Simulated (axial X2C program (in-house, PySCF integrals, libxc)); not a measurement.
# Levels of Al₂⁺ by electron attachment to Al₂²⁺ (EOM-EA-CCSD)

Computed with an axial X2C code built on PySCF integrals: two-component X2C with atomic mean-field Coulomb and Gaunt terms, Gaussian nuclei, basis Al dyall-av3z with contracted cores.

R = 2.799 Å (near the PBE0 minimum at charge 1 of the determinant lowest at the starting distance; the state shown can have its own minimum elsewhere).

Hartree–Fock spinors of Al₂²⁺ (one of each Kramers pair; a window near the gap, which can cut inner shells):

| ω | occupied | ε (eV) | character |
| --- | --- | --- | --- |
| 1/2 | yes | -24.55 | 73% Al s, 16% Al p, 8% Al d |
| 1/2 | yes | -20.44 | 71% Al s, 15% Al p, 10% Al d |
| 1/2 | no | -10.96 | 84% Al p, 12% Al s |
| 1/2 | no | -10.49 | 87% Al p, 10% Al d |
| 3/2 | no | -10.48 | 87% Al p, 10% Al d |
| 1/2 | no | -8.34 | 72% Al p, 20% Al d, 8% Al f |
| 3/2 | no | -8.33 | 72% Al p, 20% Al d, 8% Al f |
| 1/2 | no | -6.20 | 59% Al p, 28% Al d, 11% Al s |

Levels of Al₂⁺ obtained by attaching an electron to Al₂²⁺:

```csv
Ω,binding energy (eV),above lowest (cm⁻¹),attached spinor,one-particle weight
1/2,11.714,0,84% Al pσ,0.94
1/2,11.388,2626,86% Al pπ,0.94
3/2,11.380,2695,86% Al pπ,0.94
1/2,9.416,18535,"74% Al pπ, 18% Al dπ",0.88
3/2,9.407,18609,"74% Al pπ, 18% Al dπ",0.88
```

(1) What is the splitting of the first π pair in the table, and is it regular or inverted?

This point took 3.8 s on 1 thread of Intel(R) Xeon(R) Processor @ 2.30GHz, with other jobs on the host.

Reference electrons by ω block (each with its −ω partner): 1/2: 10, 3/2: 2. 4 electrons of Al₂²⁺ correlated (inner shells frozen), 92 natural virtual spinors (a truncated set); levels can be off by some tenths of an eV. Roots sought by Ω: (1/2: 5, 3/2: 4, 5/2: 2, 7/2: 1); the list ends where they run out and leaves out roots under 60 % one-particle weight. The solver can skip a root, and states that need a further excitation, which the method places far too high, are missing though they may lie low or lowest. T1 of the reference 0.010 (Lee–Taylor). The reference was not checked to be the lowest state of its species. Number of frozen shells: Al 2 s, 1 p. g and u states are not told apart. Large amplitudes in the reference (orbital relaxation or multireference character) lower the reliability.

## Answers

(1) E(3/2) − E(1/2) = 2695 − 2626 = 69 cm⁻¹ at EOM-EA-CCSD: regular, Ω = 1/2 lower. Splittings at this level can be off by ten to twenty per cent.
